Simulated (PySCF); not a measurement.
Gas-phase reaction: Si₂H₆ + Si = c-Si₃H₆

Method: PySCF energies plus ideal-gas RRHO corrections (1 bar). † marks an energy on the PBE0/def2-TZVP geometry and frequencies; other levels use their own. MP2 and CCSD(T) freeze the core. Open shells (unrestricted): Si (multiplicity 3, electronic degeneracy 9); the rest are closed-shell singlets. Spin-orbit splitting is ignored; it lowers the true energy and changes the entropy of Si. c-Si₃H₆: computed as isolated molecules; such fragments, hydroxides, amides, oligomers or adducts are transient or little studied in the gas. MP2 isn't extrapolated to the basis-set limit; its ΔH°(298 K) is -233.3 kJ in def2-SVP and -258.8 kJ in def2-TZVPP. CCSD(T) isn't extrapolated to the basis-set limit; its ΔH°(298 K) is -221.4 kJ in def2-SVP and -248.3 kJ in def2-TZVPP. The harmonic model lacks anharmonicity and excited electronic states, which grow with temperature; levels with a mode under 35 cm⁻¹ are left out. Internal rotation in Si₂H₆ is treated as a harmonic vibration of one conformer, which makes the entropy rough.

```csv
level,"ΔE electronic, kJ","ΔH°(298 K), kJ","ΔS°(298 K), J/K","ΔG°(1200 K), kJ"
CCSD(T)/def2-TZVPP†,-247,-248,-135,-91
HF/def2-TZVP†,-128,-130,-135,27
M06-2X/def2-TZVP†,-267,-269,-135,-112
MP2/def2-TZVPP†,-257,-259,-135,-102
PBE/def2-TZVP†,-289,-291,-135,-134
PBE0/def2-QZVP†,-280,-282,-135,-125
PBE0/def2-SVP†,-279,-281,-135,-123
PBE0/def2-TZVP,-281,-283,-135,-126
LDA/def2-TZVP†,-351,-353,-135,-196
ωB97M-V/def2-TZVP†,-266,-267,-135,-110
ωB97X-V/def2-TZVP†,-281,-282,-135,-125
```
ΔH° is lowest at LDA/def2-TZVP† and highest at HF/def2-TZVP†. No reference value is set beside these.
